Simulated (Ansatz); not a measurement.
# SiH₄: a reaction path by the nudged elastic band

Program: Ansatz 0.2.0, Gaussian basis. Level of theory: PBE0-D4/def2-SVP. These are calculated values, not measurements.

## (1) Starting geometry

The first end: 5 atoms, charge 0, spin multiplicity 1.

Atoms are counted from 1 here; the program's logs count them from 0.

Bond lengths: Si1–H4 1.515 Å, Si1–H5 1.515 Å, H2–H3 0.829 Å. Angles: H4–Si1–H5 95.0°.

Coordinates:

```xyz
5
H4Si
Si    0.3038    0.8072   -0.0897
H    -0.1013   -0.5422   -1.0862
H    -0.2888   -0.8737   -0.3494
H    -1.0019    0.6872    0.6689
H     1.0881   -0.0785    0.8563
```

The second end:

```xyz
5
charge 0, multiplicity 1
Si    0.0000    0.0001    0.0000
H     0.2067    0.2080   -1.4553
H    -0.5227   -1.3694    0.2351
H    -0.9763    0.9962    0.5084
H     1.2923    0.1651    0.7118
```

## (2) The band at PBE0-D4/def2-SVP

The input, neb/in.yaml:

```yaml
crystal:
  periodic: [false, false, false]
  atoms:
    - {symbol: Si, position_ang: [0.303756, 0.807232, -0.089672]}
    - {symbol: H, position_ang: [-0.101252, -0.542241, -1.086196]}
    - {symbol: H, position_ang: [-0.288759, -0.873733, -0.349356]}
    - {symbol: H, position_ang: [-1.001895, 0.687197, 0.668917]}
    - {symbol: H, position_ang: [1.088150, -0.078455, 0.856306]}
basis:
  gaussian: {orbitals: def2-SVP}
hamiltonian: {xc: pbe0, dispersion: d4}
neb:
  images: 5
  climbing: true
  max_iterations: 40
  initial_path: idpp
  final_atoms:
    - {symbol: Si, position_ang: [0.000030, 0.000085, 0.000015]}
    - {symbol: H, position_ang: [0.206672, 0.207966, -1.455344]}
    - {symbol: H, position_ang: [-0.522734, -1.369376, 0.235117]}
    - {symbol: H, position_ang: [-0.976292, 0.996202, 0.508403]}
    - {symbol: H, position_ang: [1.292325, 0.165123, 0.711808]}
```

The run is started by

```
ansatz run in.yaml --threads 2 --pin off --events-out ev --progress --plain --max-ram 4352MiB
```

**Question.** How long does this run take on 2 threads of Arm Neoverse V1, shared host?

About 12 s.
